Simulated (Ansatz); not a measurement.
**C₃H₉NO: a ladder of functionals and wavefunction methods**

One table from this session's results is given with a row withheld; the runs are named, their logs left out.

Method: functionals in def2-TZVPP, the program's frozen cores in correlated methods; program: Ansatz 0.2.0, Gaussian basis.

Plan: PBE-D4, r2SCAN-D4, PBE0-D4, B3LYP-D4, ωB97X-V, ωB97M-V, B2PLYP; CCSD(T)/def2-TZVPP; MP2/def2-QZVPP; extrapolation to the limit.

### Structure used throughout

All runs share one geometry, relaxed beforehand with PBE0-D4 in a triple-zeta def2 set.

SMILES `CNCOC`, 14 atoms, charge 0, spin multiplicity 1.

Atoms are counted from 1 here; the program's logs count them from 0.

Bond lengths: C1–N2 1.446 Å, C1–H6 1.102 Å, C1–H7 1.091 Å, C1–H8 1.091 Å, N2–C3 1.435 Å, N2–H9 1.009 Å, C3–O4 1.400 Å, C3–H10 1.100 Å, C3–H11 1.101 Å, O4–C5 1.406 Å, C5–H12 1.090 Å, C5–H13 1.100 Å, C5–H14 1.094 Å. Angles: N2–C1–H6 113.6°, N2–C1–H7 109.9°, N2–C1–H8 109.2°, H6–C1–H7 108.5°, H6–C1–H8 107.7°, H7–C1–H8 107.7°, C1–N2–C3 114.4°, C1–N2–H9 111.9°, C3–N2–H9 110.9°, N2–C3–O4 112.3°, N2–C3–H10 107.9°, N2–C3–H11 113.0°, O4–C3–H10 110.5°, O4–C3–H11 104.3°, H10–C3–H11 108.8°, C3–O4–C5 113.2°, O4–C5–H12 107.1°, O4–C5–H13 111.0° and more.

Set-up of the first run:

in.yaml reads:

```yaml
crystal:
  periodic: [false, false, false]
  atoms:
    - {symbol: C, position_ang: [0.505704, 0.009934, -1.834446]}
    - {symbol: N, position_ang: [0.219528, 0.762033, -0.632627]}
    - {symbol: C, position_ang: [-0.912960, 0.285108, 0.108378]}
    - {symbol: O, position_ang: [-0.614457, -0.861685, 0.853859]}
    - {symbol: C, position_ang: [0.299663, -0.622946, 1.895106]}
    - {symbol: H, position_ang: [-0.326631, -0.001714, -2.556534]}
    - {symbol: H, position_ang: [1.387351, 0.421091, -2.329097]}
    - {symbol: H, position_ang: [0.727186, -1.024699, -1.566404]}
    - {symbol: H, position_ang: [0.139470, 1.751198, -0.816786]}
    - {symbol: H, position_ang: [-1.251776, 1.096920, 0.769461]}
    - {symbol: H, position_ang: [-1.750964, -0.019530, -0.536859]}
    - {symbol: H, position_ang: [0.466349, -1.574201, 2.400535]}
    - {symbol: H, position_ang: [-0.107569, 0.097888, 2.618754]}
    - {symbol: H, position_ang: [1.250607, -0.236896, 1.515861]}
basis:
  gaussian: {orbitals: def2-TZVPP}
hamiltonian: {xc: pbe, dispersion: d4}
output: {forces: true, orbitals: {seedname: orbitals}}
```

The run is started by

```bash
ansatz run in.yaml --threads 4 --pin off --events-out ev --progress --plain --max-ram 10444MiB
```

Among the steps run: PBE-D4 (GGA); r2SCAN-D4 (meta-GGA); PBE0-D4 (hybrid); B3LYP-D4 (hybrid); ωB97X-V (range-separated); ωB97M-V (range-separated); B2PLYP (double hybrid); CCSD(T) in def2-TZVPP; MP2 in def2-QZVPP.

One of the session's tables, all rows but one given; the rest of the session is left out.

```
            method  atoms, summed (eV)  atomisation energy (kJ/mol)
            PBE-D4           -6732.812                       5386.7
         r2SCAN-D4           -6738.566                       5261.4
           PBE0-D4           -6734.488                       5285.2
          B3LYP-D4           -6742.929                       5279.2
           ωB97X-V           -6740.231                       5279.8
           ωB97M-V           -6739.061                       5283.4
            B2PLYP           -6737.262                       5216.2
     HF/def2-TZVPP                   ?                            ?
    MP2/def2-TZVPP           -6727.443                       5189.9
   CCSD/def2-TZVPP           -6729.998                       5058.8
CCSD(T)/def2-TZVPP           -6730.303                       5131.2
           MP2/CBS           -6729.637                       5322.1
       CCSD(T)/CBS           -6732.497                       5263.4
```

Q: Estimate the row for HF/def2-TZVPP from the others.

As computed: atoms, summed (eV): -6715.609; atomisation energy (kJ/mol): 3763.9. In the column «atoms, summed (eV)» it is the highest.

To keep in mind: Free atoms (3 C, 1 N, 1 O, 9 H) were run apart at each level; the atomisation energy is their sum less the molecule, without zero-point or spin-orbit terms.
